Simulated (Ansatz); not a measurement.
Wavefunction ladder for `CCC(C)(C)CC`

```xyz
23

C    -1.042   -0.781   -1.805
C     0.175   -0.026   -1.296
C     0.491   -0.178    0.199
C     1.697    0.702    0.521
C     0.855   -1.626    0.517
C    -0.704    0.217    1.080
C    -1.260    1.615    0.869
H    -0.955   -1.857   -1.636
H    -1.164   -0.631   -2.880
H    -1.962   -0.444   -1.323
H     0.056    1.039   -1.522
H     1.060   -0.348   -1.857
H     1.510    1.751    0.278
H     2.570    0.383   -0.054
H     1.955    0.642    1.582
H     1.696   -1.963   -0.097
H     0.016   -2.304    0.342
H     1.146   -1.729    1.566
H    -1.506   -0.514    0.931
H    -0.396    0.106    2.127
H    -1.643    1.753   -0.145
H    -2.087    1.807    1.557
H    -0.506    2.386    1.045
```

The species carries charge 0 and has multiplicity 1. The structure was optimised at the PBE0-D4/def2-TZVP level. It is one conformer, not always the lowest. Frozen core, restricted reference, Ansatz 0.2.0. CBS rows extrapolate triple and quadruple zeta; past MP2 they add the triple-zeta difference.

```json
{"basis": "def2-SVP", "HF (Eh)": "-274.20287", "MP2 corr.": "-1.02910"}
{"basis": "def2-TZVPP", "HF (Eh)": "-274.49708", "MP2 corr.": "-1.25225"}
{"basis": "def2-QZVPP", "HF (Eh)": "-274.51010", "MP2 corr.": "-1.32847"}
```

Task: Estimate the CCSD correlation energy and the (T) correction in each basis where they were run (hartree).

Result: 
```csv
basis,CCSD corr.,(T)
def2-SVP,-1.12506,-0.03427
def2-TZVPP,-1.33062,-0.05270
CBS(def2),-1.46331,as TZ
```
